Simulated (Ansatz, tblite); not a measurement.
Removing an electron: H₂S₃. Total charge 0; singlet. Geometry: r2SCAN-D4/def2-TZVP. Ansatz, gas phase; energy differences of separate SCF runs; the oxidised species was run as a doublet alone.

```csv
atom,x (Å),y (Å),z (Å)
S1,1.557,-0.615,0.117
S2,-0.244,-0.154,0.997
S3,-1.481,0.663,-0.428
H4,2.156,0.587,0.246
H5,-1.988,-0.481,-0.932
```

The xTB rows come from tblite. Correlated methods freeze 15 core orbitals.

(1) Estimate orbital energies and vertical ionisation energies at: GFN1-xTB; GFN2-xTB; HF/def2-TZVPP; PBE-D4/def2-TZVP; r2SCAN-D4/def2-TZVP; PBE0-D4/def2-TZVP; MP2/def2-TZVPP; CCSD/def2-TZVPP; CCSD(T)/def2-TZVPP.

Results:

(1) 
```json
{"level": "GFN1-xTB", "−HOMO (eV)": "11.10", "vertical IE (eV)": "14.96", "−LUMO (eV)": "6.94", "HOMO–LUMO gap (eV)": "4.16"}
{"level": "GFN2-xTB", "−HOMO (eV)": "11.01", "vertical IE (eV)": "13.91", "−LUMO (eV)": "7.58", "HOMO–LUMO gap (eV)": "3.43"}
{"level": "HF/def2-TZVPP", "−HOMO (eV)": "–", "vertical IE (eV)": "8.88", "−LUMO (eV)": "–", "HOMO–LUMO gap (eV)": "–"}
{"level": "PBE-D4/def2-TZVP", "−HOMO (eV)": "6.27", "vertical IE (eV)": "9.32", "−LUMO (eV)": "2.29", "HOMO–LUMO gap (eV)": "3.98"}
{"level": "r2SCAN-D4/def2-TZVP", "−HOMO (eV)": "6.54", "vertical IE (eV)": "9.48", "−LUMO (eV)": "2.13", "HOMO–LUMO gap (eV)": "4.41"}
{"level": "PBE0-D4/def2-TZVP", "−HOMO (eV)": "7.51", "vertical IE (eV)": "9.63", "−LUMO (eV)": "1.35", "HOMO–LUMO gap (eV)": "6.16"}
{"level": "MP2/def2-TZVPP", "−HOMO (eV)": "–", "vertical IE (eV)": "9.93", "−LUMO (eV)": "–", "HOMO–LUMO gap (eV)": "–"}
{"level": "CCSD/def2-TZVPP", "−HOMO (eV)": "–", "vertical IE (eV)": "9.76", "−LUMO (eV)": "–", "HOMO–LUMO gap (eV)": "–"}
{"level": "CCSD(T)/def2-TZVPP", "−HOMO (eV)": "–", "vertical IE (eV)": "9.76", "−LUMO (eV)": "–", "HOMO–LUMO gap (eV)": "–"}
```

Relaxing the oxidised species (r2SCAN-D4/def2-TZVP) changes its energy by -0.66 eV at PBE-D4/def2-TZVP, so the adiabatic ionisation energy to this nearest minimum is 8.65 eV. At PBE0-D4/def2-TZVP it is 8.84 eV.   Raw xTB energy differences between charge states are shifted by several eV; the methods need an empirical correction for them.
